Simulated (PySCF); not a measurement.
**One molecule, a ladder of functionals, a line**

Molecule: SMILES O=P(O)(O)O, H3O4P.

Structure with atom numbers: `[O:1]=[P:2]([OH:3])([OH:4])[OH:5]` (H(Xn): hydrogen on atom n).

GIAO shieldings (ppm, equivalent atoms averaged) in PySCF 2.14.0 with density-fitted response routines on the PBE0-D3(BJ)/def2-SVP geometry, basis pcSseg-2, gas phase, non-relativistic:

```tsv
functional	exact exchange (%)	σ(O1)	σ(O3/O4/O5)	σ(P2)
BLYP	0	181.9	206.7	273.6
BP86	0	181.5	208.1	282.6
PBE	0	181.1	208.1	284.1
B3LYP	20	190.4	214.4	285.8
mPW1PW91	25	192.2	217.7	297.4
HF	100	226.0	242.7	346.5
```

Problem. Fit each shielding as a line in the percentage of exact exchange.

Solution. σ(O1) = 181.4 + 0.44 x (rms 0.3 ppm); σ(O3/O4/O5) = 207.8 + 0.35 x (rms 0.7 ppm); σ(P2) = 278.8 + 0.67 x (rms 4.4 ppm). The functionals also differ in their semilocal parts, which the line can't hold; Hartree–Fock has no correlation at all.

Problem. What does the line predict for PBE0 (25 %), and what does the run give?

Solution. σ(O1): 192.4 predicted, 192.4 computed; σ(O3/O4/O5): 216.6 predicted, 217.9 computed; σ(P2): 295.6 predicted, 299.0 computed ppm.
